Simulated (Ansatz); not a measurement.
```yaml
crystal:
  periodic: [false, false, false]
  atoms:
    - {symbol: Ge, position_ang: [-0.340600, 0.000366, -0.000708]}
    - {symbol: N, position_ang: [1.469264, -0.001577, 0.003056]}
    - {symbol: H, position_ang: [2.065301, 0.816513, 0.002182]}
    - {symbol: H, position_ang: [2.063534, -0.820945, 0.006404]}
basis:
  gaussian: {orbitals: def2-TZVP}
magnetization: {spin_polarized: true, initial_magnetization: 1}
hamiltonian: {xc: pbe0}
relax: {f_tol: 0.004, max_steps: 80}
```

```sh
$ ansatz run in.yaml --threads 1 --pin off --events-out ev --progress --plain --max-ram 2176MiB
```

Steps of the relaxation (energy above the last step; positions in Å, forces in eV/Å):

```
4
step 1, 10.1 meV
Ge   -0.341    0.000   -0.001   -0.107    0.000    0.000
N     1.469   -0.002    0.003    0.626   -0.001    0.001
H     2.065    0.817    0.002   -0.260    0.121   -0.001
H     2.064   -0.821    0.006   -0.260   -0.120    0.000
```

```
4
step 2, 3.5 meV
Ge   -0.336    0.000   -0.001   -0.065    0.000    0.000
N     1.476   -0.002    0.003    0.387    0.000    0.001
H     2.060    0.824    0.002   -0.161    0.053    0.000
H     2.058   -0.829    0.006   -0.161   -0.053    0.000
```

```
4
step 3, 0.0 meV
Ge   -0.331    0.000   -0.001    0.002    0.000    0.000
N     1.486   -0.002    0.003   -0.024    0.000    0.000
H     2.052    0.833    0.002    0.011    0.024    0.000
H     2.050   -0.838    0.006    0.011   -0.024    0.000
```

```
4
step 4, 0.0 meV
Ge   -0.331    0.000   -0.001   -0.001    0.000    0.000
N     1.486   -0.002    0.003    0.017    0.000    0.000
H     2.052    0.834    0.002   -0.008   -0.016    0.000
H     2.050   -0.839    0.006   -0.008    0.016    0.000
```

```
4
step 5, 0.0 meV
Ge   -0.331    0.000   -0.001   -0.001    0.000    0.000
N     1.486   -0.002    0.003    0.000    0.000    0.000
H     2.052    0.834    0.002    0.000    0.000    0.000
H     2.050   -0.838    0.006    0.000    0.000    0.000
```

Close pairs at the end: N2–H4 1.009 Å, N2–H3 1.009 Å, Ge1–N2 1.816 Å.

A stationary point of unrestricted PBE0 after 5 steps, with ⟨S²⟩ = 0.756 against 0.75 for a pure state; no frequencies were run, so it isn't proven a minimum. 12 s on 1 thread of Intel Xeon 6975P-C, shared host.
